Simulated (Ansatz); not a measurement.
Worked example: correlation energy of [H···H···OH], doublet

Geometry: a point of a hydrogen-transfer path between rigid fragments, not a stationary point.

```xyz
4

H    -2.0793    0.0498    0.0000
H    -0.9003    0.0498    0.0000
O     0.1617    0.0498    0.0000
H     0.4135   -0.8901    0.0000
```

Basis 6-31G; Ansatz 0.2.0. Only valence electrons are correlated (noble-gas cores frozen), which leaves 9 electrons in 14 orbitals. R marks a restricted (for open shells ROHF) determinant, U an unrestricted one.

Full CI is exact within this basis and frozen core; it isn't the basis-set limit. The frozen core follows each run's orbitals, which can shift R against U totals by a few meV.

Runs differ by some tens of microhartree through their thresholds and, for an open shell, their frozen cores, so steps under 0.1 kcal/mol mean nothing.

| level | total energy (hartree) |
| --- | --- |
| UHF | -76.456926 |
| UMP2 | -76.590190 |
| UCCSD | -76.598675 |
| UCCSD(T) | -76.600047 |
| UCCSDT | -76.600191 |
| UCCSDT(Q) | -76.600715 |
| UCCSDTQ | -76.600681 |
| full CI | -76.600696 |

Task: What is the correlation energy at full CI, and what share of it do UMP2 and UCCSD recover?

Result: E(corr) = -76.600696 − (-76.456926) = -0.143770 hartree = -3.912 eV. UMP2: -0.133264 / -0.143770 = 92.69 %. UCCSD: -0.141749 / -0.143770 = 98.59 %.

Task: By how many kcal/mol does UCCSD(T) miss full CI (1 hartree = 627.509 kcal/mol), and which steps make up the rest?

Result: -76.600047 − (-76.600696) = 0.000649 hartree = 0.41 kcal/mol. Steps: UCCSDT − UCCSD(T) = -0.09, UCCSDT(Q) − UCCSDT = -0.33, UCCSDTQ − UCCSDT(Q) = 0.02, full CI − UCCSDTQ = -0.01 kcal/mol. That is within 1 kcal/mol of the reference in this basis, which itself misses far more of the correlation at the basis-set limit.
